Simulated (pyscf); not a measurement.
Structures and frequencies: ωB97X-D3(BJ)/def2-SVP in PySCF. Correlated levels are frozen-core, on RHF or UHF. ΔMP2 is the change of the MP2 total energy from the triple- to the quadruple-zeta basis.

Task: Estimate by transition-state theory (the high-pressure limit) the rate constant of H₃Si–Ga=AsH (SMILES [SiH3][Ga]=[AsH]) → H₃Si–AsH–Ga (SMILES [SiH3][AsH][Ga]) [singlet] (singlet surface; Ga–Si broken, As–Si formed) at 900 K, with CCSD(T)/def2-TZVPP + ΔMP2(QZVPP) energies (ideal gas, 1 atm, RRHO with modes under 100 cm⁻¹ raised to 100, one conformer, R ln 2 for rigid chiral ones; no tunnelling).

Result: The electronic barrier is 58.9 kcal/mol and the thermal terms add -1.7, so ΔG‡ = 57.1 kcal/mol. With k_BT/h = 1.88e+13 s⁻¹ and RT = 1.788 kcal/mol, k = 2.5e-01 s⁻¹. Wigner's tunnelling factor for 354i cm⁻¹ would be 1.01. A shift of 1 kcal/mol in the barrier changes k by a factor 1.7. From the product side, SiH₃• + [Ga=AsH]• lies, by one bond made or cut, 7.0 kcal/mol under this saddle at ωB97M-D3(BJ). The same reactants have a lower exit, to SiH₃• + [Ga=AsH]• (no saddle counted: cutting one bond costs +53.9 kcal/mol at ωB97M-D3(BJ), against +60.9 kcal/mol here). One saddle was located; it need not be the lowest between these sides. A restricted solution here is unstable towards spin polarisation, so biradical character is likely and single-reference numbers are less safe. The CCSD(T) − MP2 part came from Ansatz, without density fitting, on the same reference. The frozen core leaves the outer d or s,p core shells of the metals and heavy elements correlated in the MP2 and CC values, and def2-TZVPP describes them poorly, which can shift differences by a few kcal/mol. Elements up to Kr have no core potential and no relativistic terms here.
